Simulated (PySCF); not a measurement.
**How well do the runs reproduce experiment for sodium diatomic?**

**The experiment to reproduce.**

NIST CCCBDB lists, for the gas: adiabatic first ionisation energy 4.89 eV.

The runs below try to reproduce these values; the comparison stands at the end.

Sodium diatomic, Na2.
Atom-mapped SMILES: `[Na:1][Na:2]`

Cartesian coordinates in Å at the PBE0-D3(BJ)/def2-TZVP level; atoms count from 1:
```
atom  x, y, z in Å
Na1    1.5572   -0.0421    0.0050
Na2   -1.5417    0.0120   -0.0177
```

The PySCF runs (gas phase, on this PBE0-D3(BJ)/def2-TZVP geometry; no spin–orbit coupling):

```tsv
level	job	basis functions	wall time
wB97X-D/aug-cc-pVTZ	10 singlets by full TDDFT, 4 Tamm–Dancoff triplets, polarisability, ΔSCF ions	100	7.4 s
CAM-B3LYP/aug-cc-pVTZ	10 singlets by full TDDFT, 4 Tamm–Dancoff triplets, polarisability	100	3.4 s
PBE0/aug-cc-pVTZ	10 singlets by full TDDFT, 4 Tamm–Dancoff triplets, polarisability, dynamic polarisability	100	3.7 s
B97-2/pcSseg-2	shieldings	56	1.1 s
```

Hardware: Arm Neoverse N1, one thread, on a shared host.

## Comparison

**Adiabatic first ionisation energy.** Measured: 4.89 eV (NIST CCCBDB).

| level | computed (eV) | computed − measured (eV) |
| --- | --- | --- |
| ΔSCF wB97X-D/aug-cc-pVTZ | 4.83 | -0.06 |
| −ε(HOMO) CAM-B3LYP/aug-cc-pVTZ | 4.39 | -0.50 |
| −ε(HOMO) PBE0/aug-cc-pVTZ | 3.60 | -1.29 |
| −ε(HOMO) wB97X-D/aug-cc-pVTZ | 4.84 | -0.05 |
| −ε(HOMO) B97-2/pcSseg-2 | 3.41 | -1.48 |

The computed energies are vertical, the measured one adiabatic: relaxation of the ion and zero-point energies lie between them and weren't computed. Orbital energies are listed beside them and aren't ranked.

The geometry is computed, not the measured one. Where a level misses, the cause wasn't examined.
